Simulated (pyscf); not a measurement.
Single points on ωB97X-D3(BJ)/def2-SVP structures (PySCF, gas phase).

Problem. Estimate by transition-state theory the rate constant of F–Ti(F)(F)–F + boron trichloride (Cl–B(Cl)–Cl) → F–B(Cl)–Cl + F–Ti(F)(F)–Cl (singlet surface; F–Ti, B–Cl broken, B–F, Cl–Ti formed) at 1200 K, with ωB97M-D3(BJ)/def2-TZVP energies (ideal gas, 1 atm, RRHO with modes under 100 cm⁻¹ raised to 100, one conformer, R ln 2 for chiral ones without a mode under 150 cm⁻¹; no tunnelling).

Solution. The electronic barrier is 4.0 kcal/mol and the thermal terms add +42.4, so ΔG‡ = 46.5 kcal/mol. With k_BT/h = 2.50e+13 s⁻¹ and RT = 2.385 kcal/mol, and a volume of 1.64e-19 cm³ per molecule at 1 atm, k = 1.4e-14 cm³ molecule⁻¹ s⁻¹. Wigner's tunnelling factor for 178i cm⁻¹ would be 1.00. A shift of 1 kcal/mol in the barrier changes k by a factor 1.5. On the reactant side the descent ends in a complex, 4.3 kcal/mol under the separated species and 4.8 kcal/mol under the saddle at ωB97X-D3(BJ)/def2-TZVP. At ωB97X-D3(BJ) the barrier from the zero used here is 0.6 kcal/mol. This is the saddle that the search found; another between the same sides may lie lower.
